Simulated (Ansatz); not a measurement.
Input file:

```yaml
crystal:
  periodic: [false, false, false]
  atoms:
    - {symbol: Ge, position_ang: [-0.011787, -0.095360, 0.778119]}
    - {symbol: B, position_ang: [-0.012620, 1.206946, -0.641886]}
    - {symbol: Si, position_ang: [0.035344, -0.217955, -1.765435]}
basis:
  gaussian: {orbitals: cc-pVDZ}
magnetization: {spin_polarized: false, initial_magnetization: 1}
correlation: {active_space: {ras: {orbitals: [10, 1, 33], electrons: 21, max_holes: 2, max_particles: 2}, fixed_orbitals: true}}
scf: {lower_state_search: light}
```

```sh
$ ansatz run in.yaml --threads 1 --pin off --events-out ev --progress --plain --max-ram 2393MiB
```

Question: Roughly how long does this take on 1 thread of Arm Neoverse V1, shared host, and how much host memory?

Answer: 28 s wall and 0.2 GiB.

```
647 factors; integrals over basis functions are off by at most 7.3e-4 eV
mean field evaluation 1: about -65001.6887 eV, gradient 1.1e1 eV
mean field evaluation 2: about -65001.8614 eV, gradient 1.0e1 eV
mean field evaluation 4: about -65002.4679 eV, gradient 2.8e0 eV
mean field evaluation 8: about -65002.5306 eV, gradient 3.1e-1 eV
mean field evaluation 16: about -65002.5478 eV, gradient 8.2e-5 eV
mean field evaluation 32: about -65002.5478 eV, gradient 2.6e-3 eV
mean field evaluation 64: about -65002.5358 eV, gradient 9.9e-1 eV
mean field evaluation 96: about -65002.5476 eV, gradient 8.4e-2 eV
mean field -65002.54784039 eV, -2388.7995728250 hartree, gradient 3.5e-6 eV, S^2 0.750000; 12 other end points of the search recorded, 0 dependent functions left out
reference -65002.54784039 eV, -2388.7995728250 hartree; 26, 25 occupied and 33, 34 virtual orbitals, 647 factors
state -65009.42230531 eV, -2389.0522047510 hartree
Total energy: -65009.42230531 eV, -2389.0522047510 hartree
```

Natural occupations: 1.9989 1.9989 1.9989 1.9989 1.9988 1.9755 1.9552 1.9413 1.9355 1.9295 0.9982 0.0489 0.0378 0.0328 0.0281 0.0194 0.0159 0.0101 0.0099 0.0091 0.0071 0.0065 0.0052 0.0044.
